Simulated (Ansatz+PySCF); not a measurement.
**Stretching singlet H2O**

```xyz
3

O     0.0000    0.0000   -0.1197
H     0.0000    0.6788    0.4188
H     0.0000   -0.7542    0.4787
```

Atom 2 moves along the O1–H2 line while the others stay.

Basis set: 6-31G (spherical functions). Correlated methods keep 1 orbital frozen. Charge 0, multiplicity 1.

Computed with Ansatz (development build ahead of 0.2.0), each point on the determinant that the search for low states chose. Each curve is measured from its own lowest point listed. The UHF-CCSD curve may step between solutions.

```
r(O1–H2) (Å)  RHF-CCSD (eV)  UHF-CCSD (eV)  RHF-CCSD(T) (eV)
       0.866          0.383          0.383             0.389
       1.011          0.000          0.000             0.000
       1.107          0.257          0.257             0.251
       1.203          0.682          0.682             0.669
       1.300          1.171          1.171             1.150
       1.396          1.667          1.667             1.636
       1.492          2.139          2.142             2.095
       1.685          2.955          2.967             2.877
       1.877          3.569          3.580             3.442
       1.974          3.801          3.802             3.645
       2.166          4.140          4.092             3.917
       2.359          4.350          4.226             4.054
```

**Question.** Give the PBE0 (restricted) curve at the same distances.

**Answer.** r (Å), E (eV) and a bar:
```
    0.866      0.348 ##
    1.011      0.000
    1.107      0.285 #
    1.203      0.747 ####
    1.300      1.285 ######
    1.396      1.845 #########
    1.492      2.398 ############
    1.685      3.428 #################
    1.877      4.325 ######################
    1.974      4.720 ########################
    2.166      5.405 ###########################
    2.359      5.964 ##############################
```

**Question.** Where does unrestricted Hartree–Fock leave the restricted solution?

**Answer.** Between 1.300 and 1.348 Å; <S²> reaches 0.98 at 2.41 Å.

Caution for RHF-CCSD at some points, UHF-CCSD at some points, RHF-CCSD(T) at some points: bonds are stretched, where a single reference can fail; large amplitudes, a single reference is doubtful. Caution for RHF-CCSD at some points, RHF-CCSD(T) at some points, PBE0 (restricted) at some points: an unrestricted determinant lies well below. Caution for RHF-CCSD at some points, RHF-CCSD(T) at some points: the amplitudes may be one of several solutions; very large amplitudes, the method is breaking down. Caution for UHF-CCSD at some points: a plain start can end on a higher determinant; the unrestricted determinant is a mixture of spin states. Caution for PBE0 (restricted) at some points: charge can spread falsely over distant fragments.
